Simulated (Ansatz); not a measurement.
**[GeH3···H···CH3], doublet: the ladder up to UCCSDT(Q)**

Geometry: a point of a hydrogen-transfer path between rigid fragments, not a stationary point.

```xyz
9

Ge   -0.4883    0.0000    0.0000
H    -0.9997    1.4466    0.0000
H    -0.9997   -0.7233    1.2528
H    -0.9997   -0.7233   -1.2528
H     1.0957    0.0000    0.0000
C     2.4867    0.0000    0.0000
H     2.4867   -1.0800    0.0000
H     2.4867    0.5400    0.9353
H     2.4867    0.5400   -0.9353
```

Basis cc-pVDZ; Ansatz 0.2.0. Correlated methods freeze the noble-gas cores and the filled d shells of p-block atoms, which leaves 15 electrons in 61 orbitals. R marks a restricted (for open shells ROHF) determinant, U an unrestricted one. Active spaces: pair = (3e, 3o) about the gap; frontier = (9e, 9o) about the gap. No spin–orbit coupling is included, and no scalar relativity.

Full CI isn't at hand for all of this; UCCSDT(Q) serves as the reference, and is uncertain by about the last step of the cluster series. The frozen core follows each run's orbitals, which can shift R against U totals by a few meV for light atoms and by up to 0.1 eV past Ca.

The UHF ⟨S²⟩ is 0.782 and the T1 diagnostic (RCCSD) is 0.0210. The largest doubles amplitude (RCCSD) is 0.039 and the T1 diagnostic (UCCSD) is 0.0153.

```csv
level,E − E(UCCSDT(Q)) (kJ/mol),share of correlation (%),wall time
UHF,838.8,2.45,–
UMP2,155.8,81.88,–
UCCSD,22.9,97.34,–
UCCSD(T),3.9,99.54,17 s
UCCSDT,0.8,99.90,–
```

The correlation energy at UCCSDT(Q), counted from RHF, is -8.912 eV. That run took 8 s on 2 threads of AMD EPYC 7R13 with a shared H100 80 GB, shared host.

Run but not shown, since their state or frozen core can't be matched to the reference's or they repeat it: RHF, RMP2, CISD, RCCSD, RCCSD(T), BCCD(T), RCCSDT, RCCSDT(Q), CASSCF (pair space), MRCISD (pair space), MRCISD+Q (pair space), CASSCF (frontier space), MRCISD (frontier space), MRCISD+Q (frontier space).

Times hold each run's SCF and search for its determinant on a shared host, so for small cases they say little of a method's own cost; they ran on 1 thread of AMD EPYC 7R13.
